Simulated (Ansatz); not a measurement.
**HAlP⁺, quintet: reading a ladder of total energies**

Geometry: that of the HAlP, quartet, kept fixed. The triplet lies 1.4 eV lower here.

| atom | x (Å) | y (Å) | z (Å) |
| --- | --- | --- | --- |
| Al | 0.0000 | -0.1077 | 1.2377 |
| P | 0.0000 | 0.0510 | -1.1432 |
| H | 0.0000 | 1.3154 | 1.9991 |

Basis 6-31G; Ansatz 0.2.0. Correlated methods freeze the noble-gas cores, which leaves 8 electrons in 18 orbitals. R marks a restricted (for open shells ROHF) determinant, U an unrestricted one.

Full CI is exact within this basis and frozen core; it isn't the basis-set limit. The frozen core follows each run's orbitals, which can shift R against U totals by a few meV.

Runs differ by some tens of microhartree through their thresholds and, for an open shell, their frozen cores, so steps under 0.1 kcal/mol mean nothing.

| level | total energy (hartree) |
| --- | --- |
| UHF | -582.829097 |
| UMP2 | -582.862874 |
| UCCSD | -582.880471 |
| UCCSD(T) | -582.881396 |
| UCCSDT | -582.881878 |
| UCCSDT(Q) | -582.881905 |
| UCCSDTQ | -582.881910 |
| full CI | -582.881898 |

Question: What is the correlation energy at full CI, and what share of it do UMP2 and UCCSD(T) recover?

Answer: E(corr) = -582.881898 − (-582.829097) = -0.052801 hartree = -1.437 eV. UMP2: -0.033777 / -0.052801 = 63.97 %. UCCSD(T): -0.052299 / -0.052801 = 99.05 %.

Question: By how many kcal/mol does UCCSD(T) miss full CI (1 hartree = 627.509 kcal/mol), and which steps make up the rest?

Answer: -582.881396 − (-582.881898) = 0.000502 hartree = 0.32 kcal/mol. Steps: UCCSDT − UCCSD(T) = -0.30, UCCSDT(Q) − UCCSDT = -0.02, UCCSDTQ − UCCSDT(Q) = 0.00, full CI − UCCSDTQ = 0.01 kcal/mol. That is within 1 kcal/mol of the reference in this basis, which itself misses far more of the correlation at the basis-set limit.
